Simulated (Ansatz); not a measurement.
## HOC, HOSi, HOGe: bond dissociation energies

Ansatz 0.2.0, basis cc-pVTZ; geometries are PBE0/def2-TZVP minima. Wave-function levels freeze the cores with the filled d shells of p-block atoms; HF, MP2 and coupled cluster are restricted for singlets and unrestricted otherwise, atoms included, restricted open-shell where a d shell is frozen. The reference is CCSDT(Q) (coupled cluster only where its series has nearly closed). An error is the level's value less the reference. None of these values is a measured one. Energies are electronic, without zero-point terms. No spin–orbit coupling and no scalar relativity. The species are chosen: bound, without strong static correlation by their natural occupations or amplitudes, in their lowest spin state as far as vertical gaps and like structures tell, and with a ladder that closes on the reference, so errors are smaller than for species at large; levels whose determinant breaks symmetry or spin markedly are left out.

```csv
species,bonds (Å),quantity,symmetry of the states,reference,value (kJ/mol),error CCSD,error CCSD(T),error CCSDT
"HOC, doublet","C–O 1.265, O–H 0.984, angle at O 114°","O–C bond energy, to OH (doublet) + C",A' / Π,CCSDT(Q),526.8,-20.0,-0.8,-1.4
"HOSi, doublet","O–Si 1.650, O–H 0.962, angle at O 119°","O–Si bond energy, to OH (doublet) + Si",A' / Π,CCSDT(Q),475.1,-14.0,0.0,-1.3
"HOGe, doublet","O–Ge 1.786, O–H 0.962, angle at O 115°","O–Ge bond energy, to OH (doublet) + Ge",A' / Π,CCSDT(Q),409.2,-16.1,-0.2,-1.2
```

The reference falls from C to Ge, by 117.6 kJ/mol in all.
